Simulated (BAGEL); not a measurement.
# Si3H6 (SMILES [SiH2]1[SiH2][SiH2]1) at HF/cc-pVDZ (density fitting with qzvpp-jkfit)

What is the vertical ionisation energy of Si3H6 at HF/cc-pVDZ (density fitting with qzvpp-jkfit)? 

The calculation is run with BAGEL 1.2.2.

## 1. The molecule

Si3H6: 9 atoms, total charge 0, spin state singlet. As SMILES, `[SiH2]1[SiH2][SiH2]1`. Geometry: relaxed at PBE0-D4/def2-TZVP.

Bond lengths: Si1–Si2 2.330 Å, Si1–Si3 2.330 Å, Si2–Si3 2.330 Å, Si1–H4 1.484 Å, Si1–H5 1.484 Å, Si2–H6 1.484 Å, Si2–H7 1.484 Å, Si3–H8 1.484 Å, Si3–H9 1.484 Å. Some angles: Si1–Si2–Si3 60.0°, Si2–Si1–Si3 60.0°, Si1–Si3–Si2 60.0°, Si1–Si2–H6 118.6°, Si1–Si2–H7 118.5°, Si3–Si2–H6 118.6°, Si3–Si2–H7 118.5°, Si2–Si1–H4 118.5°, Si2–Si1–H5 118.5°, Si3–Si1–H4 118.5°.

## 2. The energy at HF/cc-pVDZ (density fitting with qzvpp-jkfit)

calc.json

```json
{ "bagel": [

{
  "title": "molecule",
  "basis": "cc-pvdz.json",
  "df_basis": "qzvpp-jkfit",
  "angstrom": "true",
  "geometry": [
    { "atom": "Si", "xyz": [      -1.199300,      -0.172100,      -0.584000 ] },
    { "atom": "Si", "xyz": [       0.903000,       0.831000,      -0.550500 ] },
    { "atom": "Si", "xyz": [       0.296900,      -0.660200,       1.133600 ] },
    { "atom": "H", "xyz": [      -1.471300,      -1.214000,      -1.604800 ] },
    { "atom": "H", "xyz": [      -2.386800,       0.661400,      -0.273000 ] },
    { "atom": "H", "xyz": [       1.910400,       0.400500,      -1.551100 ] },
    { "atom": "H", "xyz": [       0.993300,       2.274300,      -0.218200 ] },
    { "atom": "H", "xyz": [       0.935100,      -1.999400,       1.160100 ] },
    { "atom": "H", "xyz": [       0.018700,      -0.121600,       2.487900 ] }
  ]
},

{
  "title": "hf"
},

{
  "title": "print",
  "file": "orbitals.molden",
  "orbitals": "true"
}

]}
```

The basis set cc-pVDZ is read from a file made from the Basis Set Exchange's data (not shown).

Started as:

```sh
$ BAGEL_NUM_THREADS=1 BAGEL calc.json > calc.out
```

Log:

```text
* using 1 threads per process

  ===============================================================
  ===============================================================

  *** Geometry ***

  { "atom" : "Si", "xyz" : [     -2.266349,     -0.325222,     -1.103600 ] },
  { "atom" : "Si", "xyz" : [      1.706423,      1.570362,     -1.040294 ] },
  { "atom" : "Si", "xyz" : [      0.561060,     -1.247597,      2.142194 ] },
  { "atom" : "H", "xyz" : [     -2.780354,     -2.294128,     -3.032632 ] },
  { "atom" : "H", "xyz" : [     -4.510398,      1.249865,     -0.515895 ] },
  { "atom" : "H", "xyz" : [      3.610133,      0.756835,     -2.931154 ] },
  { "atom" : "H", "xyz" : [      1.877065,      4.297804,     -0.412338 ] },
  { "atom" : "H", "xyz" : [      1.767083,     -3.778318,      2.192271 ] },
  { "atom" : "H", "xyz" : [      0.035338,     -0.229791,      4.701450 ] },

  Number of auxiliary basis functions:      492

  Since a DF basis is specified, we compute 2- and 3-index integrals:
    o Being stored without compression. Storage requirement is 0.028 GB

  Number of basis functions:       84
  Number of electrons      :       48

    * METHOD: MOLECULE                             0.24

  *** RHF ***

  === Nuclear Repulsion ===
   192.6106981770

      * DIIS with orbital gradients will be used.

  === RHF iteration (cc-pvdz.json) ===
      0       -870.13781042          0.01063297           0.07
      1       -870.22112636          0.00394900           0.07
      2       -870.23061204          0.00128332           0.07
      3       -870.23186076          0.00011208           0.07
      4       -870.23187397          0.00001566           0.07
      5       -870.23187438          0.00000416           0.07
      6       -870.23187440          0.00000104           0.07
      7       -870.23187440          0.00000026           0.06
      8       -870.23187440          0.00000001           0.07
      9       -870.23187440          0.00000000           0.07
    * SCF iteration converged.

    * Permanent dipole moment:
           (   -0.000459,     0.001007,     0.000703) a.u.

    * METHOD: HF                                   0.82

    * METHOD: PRINT                                0.03

  ===============================================================
```

Run time: 1.3 s. Hardware: 1 thread of AMD EPYC 7B13 (Zen 3), shared host; peak memory 0.12 GiB.

## 3. The doublet cation

hf.json

```json
{ "bagel" : [

{
  "title" : "molecule",
  "basis" : "cc-pvdz.json",
  "df_basis" : "qzvpp-jkfit",
  "angstrom" : true,
  "geometry" : [
    { "atom" : "Si", "xyz" : [      -1.199300,      -0.172100,      -0.584000 ] },
    { "atom" : "Si", "xyz" : [       0.903000,       0.831000,      -0.550500 ] },
    { "atom" : "Si", "xyz" : [       0.296900,      -0.660200,       1.133600 ] },
    { "atom" : "H", "xyz" : [      -1.471300,      -1.214000,      -1.604800 ] },
    { "atom" : "H", "xyz" : [      -2.386800,       0.661400,      -0.273000 ] },
    { "atom" : "H", "xyz" : [       1.910400,       0.400500,      -1.551100 ] },
    { "atom" : "H", "xyz" : [       0.993300,       2.274300,      -0.218200 ] },
    { "atom" : "H", "xyz" : [       0.935100,      -1.999400,       1.160100 ] },
    { "atom" : "H", "xyz" : [       0.018700,      -0.121600,       2.487900 ] }
  ]
},

{
  "title" : "uhf",
  "charge" : 1,
  "nopen" : 1
},

{
  "title" : "print",
  "file" : "orbitals.molden",
  "orbitals" : true
}

]}
```

The basis set cc-pVDZ is read from a file made from the Basis Set Exchange's data (not shown).

Started as:

```sh
$ BAGEL_NUM_THREADS=1 BAGEL hf.json > hf.out
```

Log:

```text
* using 1 threads per process

  ===============================================================
  ===============================================================

  *** Geometry ***

  { "atom" : "Si", "xyz" : [     -2.266349,     -0.325222,     -1.103600 ] },
  { "atom" : "Si", "xyz" : [      1.706423,      1.570362,     -1.040294 ] },
  { "atom" : "Si", "xyz" : [      0.561060,     -1.247597,      2.142194 ] },
  { "atom" : "H", "xyz" : [     -2.780354,     -2.294128,     -3.032632 ] },
  { "atom" : "H", "xyz" : [     -4.510398,      1.249865,     -0.515895 ] },
  { "atom" : "H", "xyz" : [      3.610133,      0.756835,     -2.931154 ] },
  { "atom" : "H", "xyz" : [      1.877065,      4.297804,     -0.412338 ] },
  { "atom" : "H", "xyz" : [      1.767083,     -3.778318,      2.192271 ] },
  { "atom" : "H", "xyz" : [      0.035338,     -0.229791,      4.701450 ] },

  Number of auxiliary basis functions:      492

  Since a DF basis is specified, we compute 2- and 3-index integrals:
    o Being stored without compression. Storage requirement is 0.028 GB

  Number of basis functions:       84
  Number of electrons      :       48

    * METHOD: MOLECULE                             0.24

  *** Open-shell HF ***

  === Nuclear Repulsion ===
   192.6106981770

      * DIIS with orbital gradients will be used.

  === UHF iteration (cc-pvdz.json) ===
      0       -869.84942072          0.01657052           0.14
      1       -869.92645887          0.00547672           0.13
      2       -869.93398728          0.00198864           0.13
      3       -869.93517629          0.00052545           0.13
      4       -869.93527394          0.00020574           0.15
      5       -869.93530939          0.00005917           0.13
      6       -869.93531389          0.00001809           0.13
      7       -869.93531440          0.00000710           0.13
      8       -869.93531448          0.00000275           0.12
      9       -869.93531450          0.00000082           0.13
     10       -869.93531450          0.00000035           0.13
     11       -869.93531450          0.00000020           0.13
     12       -869.93531450          0.00000011           0.15
     13       -869.93531450          0.00000007           0.13
     14       -869.93531450          0.00000005           0.12
     15       -869.93531450          0.00000004           0.12
     16       -869.93531450          0.00000004           0.12
     17       -869.93531450          0.00000004           0.12
     18       -869.93531450          0.00000004           0.12
     19       -869.93531450          0.00000004           0.12
     20       -869.93531450          0.00000004           0.12
     21       -869.93531450          0.00000004           0.12
     22       -869.93531450          0.00000004           0.12
     23       -869.93531450          0.00000004           0.12
     24       -869.93531450          0.00000003           0.13
     25       -869.93531451          0.00000005           0.12
     26       -869.93531451          0.00000008           0.12
     27       -869.93531451          0.00000016           0.12
     28       -869.93531451          0.00000014           0.11
     29       -869.93531451          0.00000002           0.12
     30       -869.93531451          0.00000006           0.12
     31       -869.93531451          0.00000000           0.12
    * SCF iteration converged.

    * S^2 (UHF) is 0.7629

    * Permanent dipole moment:
           (   -0.333382,    -0.045344,    -0.163485) a.u.

    * METHOD: UHF                                  4.14

    * METHOD: PRINT                                0.03

  ===============================================================
```

Wall time 4.8 s (1 thread of AMD EPYC 7B13 (Zen 3), shared host); peak memory 0.12 GiB.

## 4. What came out

At HF/cc-pVDZ (density fitting with qzvpp-jkfit):

```
                                          quantity          value
                       singlet Si3H6: total energy  -870.23187 Eh
                      singlet Si3H6: dipole moment         0.00 D
                        singlet Si3H6: HOMO energy       -9.08 eV
                        singlet Si3H6: LUMO energy        2.48 eV
                      singlet Si3H6: HOMO–LUMO gap       11.56 eV
                      doublet cation: total energy  -869.93531 Eh
                              doublet cation: ⟨S²⟩          0.763
vertical ionisation energy (to the doublet cation)       8.070 eV
```

What this shows: Removing an electron at fixed nuclei costs 8.07 eV (779 kJ/mol). −ε(HOMO) before ionisation, 9.08 eV, is 1.01 eV above this ionisation energy.
